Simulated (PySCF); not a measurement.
# AlH (SMILES [AlH]): B2PLYP/def2-TZVPPD

Aim: the energy change on altering one bond length of AlH at B2PLYP/def2-TZVPPD, from 2 runs. The job is set up through a Python script.

The calculation is run with PySCF 2.14.0.

3 further runs of the same task are left out: 3 set aside as unsound or not needed.

## Step 1: The system as given

The species is AlH (2 atoms), meant as a singlet with charge 0. As SMILES, `[AlH]`. Geometry: relaxed at PBE0-D4/def2-TZVP.

Bond lengths: Al1–H2 1.665 Å.

## Step 2: The energy at B2PLYP/def2-TZVPPD

File run.py:

```python
# AlH
from pyscf import gto, dft, mp

molecule = gto.M(
    atom='''
Al   0.000000   0.000000  -0.025640
H    0.000000   0.000000   1.639110
''',
    max_memory=1860,
    verbose=4,
    basis='def2-tzvppd',
)

ks = dft.RKS(molecule)
ks.xc = '0.53*HF + 0.47*B88, 0.73*LYP'
ks.grids.level = 5
ks.conv_tol = 1e-10
ks.kernel()
if not ks.converged:
    ks = ks.newton().run(ks.mo_coeff, ks.mo_occ)

pt = mp.MP2(ks, frozen=5).run()
e_final = ks.e_tot + 0.27 * pt.e_corr
print('PT2 part  %.8f' % (0.27 * pt.e_corr))
print('E = %.10f Eh' % e_final)
```

Run with:

```sh
$ OMP_NUM_THREADS=1 python run.py
```

Log:

```text
PySCF version 2.14.0

[INPUT] num. atoms = 2
[INPUT] num. electrons = 14
[INPUT] charge = 0
[INPUT] spin (= nelec alpha-beta = 2S) = 0
[INPUT] symmetry False subgroup None
[INPUT] Mole.unit = angstrom
[INPUT] Symbol           X                Y                Z      unit          X                Y                Z       unit  Magmom
[INPUT]  1 Al     0.000000000000   0.000000000000  -0.025640000000 AA    0.000000000000   0.000000000000  -0.048452577834 Bohr   0.0
[INPUT]  2 H      0.000000000000   0.000000000000   1.639110000000 AA    0.000000000000   0.000000000000   3.097468988036 Bohr   0.0

nuclear repulsion = 4.13233442977024
number of shells = 23
number of NR pGTOs = 88
number of NR cGTOs = 65
basis = def2-tzvppd
ecp = {}

******** <class 'pyscf.dft.rks.RKS'> ********
method = RKS
initial guess = minao
damping factor = 0
level_shift factor = 0
DIIS = <class 'pyscf.scf.diis.CDIIS'>
diis_start_cycle = 1
diis_space = 8
diis_damp = 0
SCF conv_tol = 1e-10
SCF conv_tol_grad = None
SCF max_cycles = 50
direct_scf = True
direct_scf_tol = 1e-13
XC library pyscf.dft.libxc version 7.0.0
    S. Lehtola, C. Steigemann, M. J.T. Oliveira, and M. A.L. Marques.,  SoftwareX 7, 1–5 (2018)
XC functionals = 0.53*HF + 0.47*B88, 0.73*LYP
    A. D. Becke.,  Phys. Rev. A 38, 3098 (1988)
    C. Lee, W. Yang, and R. G. Parr.,  Phys. Rev. B 37, 785 (1988)
    B. Miehlich, A. Savin, H. Stoll, and H. Preuss.,  Chem. Phys. Lett. 157, 200 (1989)
radial grids:
    Treutler-Ahlrichs [JCP 102, 346 (1995); DOI:10.1063/1.469408] (M4) radial grids

becke partition: Becke, JCP 88, 2547 (1988); DOI:10.1063/1.454033
pruning grids: <function nwchem_prune>
grids dens level: 5
symmetrized grids: False
atomic radii adjust function: <function treutler_atomic_radii_adjust>
small_rho_cutoff = 0
Set gradient conv threshold to 1e-05
Initial guess from minao.
tot grids = 66592
init E= -242.665725702511
  HOMO = -0.189917858425224  LUMO = -0.0421530657597069  gap/eV = 4.02088
cycle= 1 E= -242.831852575968  delta_E= -0.166  |g|= 0.137  |ddm|= 0.811
  HOMO = -0.242133076581654  LUMO = -0.0350500300032666  gap/eV = 5.63502
cycle= 2 E= -242.839827120917  delta_E= -0.00797  |g|= 0.0489  |ddm|= 0.24
  HOMO = -0.241796310500938  LUMO = -0.028460130505571  gap/eV = 5.80517
cycle= 3 E= -242.840345349446  delta_E= -0.000518  |g|= 0.00814  |ddm|= 0.0591
  HOMO = -0.242186467007558  LUMO = -0.0279090596919387  gap/eV = 5.83079
cycle= 4 E= -242.840363627463  delta_E= -1.83e-05  |g|= 0.00147  |ddm|= 0.0152
  HOMO = -0.242274522992259  LUMO = -0.0280336041643668  gap/eV = 5.82979
cycle= 5 E= -242.840364974346  delta_E= -1.35e-06  |g|= 0.000211  |ddm|= 0.00442
  HOMO = -0.242281758988797  LUMO = -0.0280530388423598  gap/eV = 5.82946
cycle= 6 E= -242.840364999349  delta_E= -2.5e-08  |g|= 3.18e-05  |ddm|= 0.000609
  HOMO = -0.24228085582021  LUMO = -0.0280548881232549  gap/eV = 5.82939
cycle= 7 E= -242.840365000341  delta_E= -9.91e-10  |g|= 5e-06  |ddm|= 0.000159
  HOMO = -0.242281455605593  LUMO = -0.0280554119210619  gap/eV = 5.82939
cycle= 8 E= -242.840365000378  delta_E= -3.72e-11  |g|= 5.87e-07  |ddm|= 3.93e-05
  HOMO = -0.24228140927357  LUMO = -0.0280554132056949  gap/eV = 5.82939
Extra cycle  E= -242.840365000377  delta_E= 8.81e-13  |g|= 1.2e-07  |ddm|= 2.3e-06
converged SCF energy = -242.840365000377

******** <class 'pyscf.mp.mp2.RMP2'> ********
nocc = 2, nmo = 60
frozen orbitals 5
E(RMP2) = -242.919949653024  E_corr = -0.0795846526473319
E(SCS-RMP2) = -242.932136883444  E_corr = -0.0917718830671229
E_corr(same-spin) = -0.00430350012654854
E_corr(oppo-spin) = -0.0752811525207834
PT2 part  -0.02148786
E = -242.8618528566 Eh
```

It took 2.3 s on 1 thread of Arm Neoverse V2, shared host; peak memory 0.3 GiB.

## Step 3: The distorted shape

File job.py:

```python
from pyscf import gto, dft, mp

system = gto.Mole()
system.atom = '''
Al       0.000000       0.000000      -0.857990
H        0.000000       0.000000       1.639110
'''
system.verbose = 3
system.max_memory = 1860
system.charge = 0
system.spin = 0
system.basis = 'def2-tzvppd'
system.build()

calc0 = dft.RKS(system)
calc0.xc = '0.53*HF + 0.47*B88, 0.73*LYP'
calc0.conv_tol = 1e-10
calc0.grids.level = 5
calc0.kernel()
if not calc0.converged:
    calc0 = calc0.newton().run(calc0.mo_coeff, calc0.mo_occ)

pt = mp.MP2(calc0, frozen=5).run()
energy = calc0.e_tot + 0.27 * pt.e_corr
print('PT2 part  %.8f' % (0.27 * pt.e_corr))
print(f'total energy: {energy:.8f} hartree')
```

Run with:

```sh
$ OMP_NUM_THREADS=1 python job.py
```

Log:

```text
converged SCF energy = -242.787976194078
E(RMP2) = -242.872531394733  E_corr = -0.0845552006556278
E(SCS-RMP2) = -242.885834945916  E_corr = -0.0978587518380666
PT2 part  -0.02282990
total energy: -242.81080610 hartree
```

Run time: 2.5 s. Hardware: 1 thread of Arm Neoverse V2, shared host; peak memory 0.3 GiB.

## Step 4: What came out

Level: B2PLYP/def2-TZVPPD, 5 core orbitals frozen.

| quantity | value |
| --- | --- |
| first shape: total energy | -242.86185 Eh |
| first shape: dipole moment (SCF part) | 0.17 D |
| first shape: HOMO energy (SCF part's orbitals) | -6.59 eV |
| first shape: LUMO energy (SCF part's orbitals) | -0.76 eV |
| first shape: HOMO–LUMO gap (SCF part's orbitals) | 5.83 eV |
| distorted shape: total energy | -242.81081 Eh |
| distorted shape: dipole moment (SCF part) | 3.86 D |
| distorted shape: HOMO energy (SCF part's orbitals) | -6.33 eV |
| distorted shape: LUMO energy (SCF part's orbitals) | -1.28 eV |
| distorted shape: HOMO–LUMO gap (SCF part's orbitals) | 5.05 eV |
| energy change with the Al1–H2 bond stretched from 1.665 to 2.497 Å | 1.389 eV |

With the Al1–H2 bond stretched from 1.665 to 2.497 Å the energy rises by 1.39 eV (32 kcal/mol). The first shape isn't relaxed at this level, so the change isn't measured from a minimum.
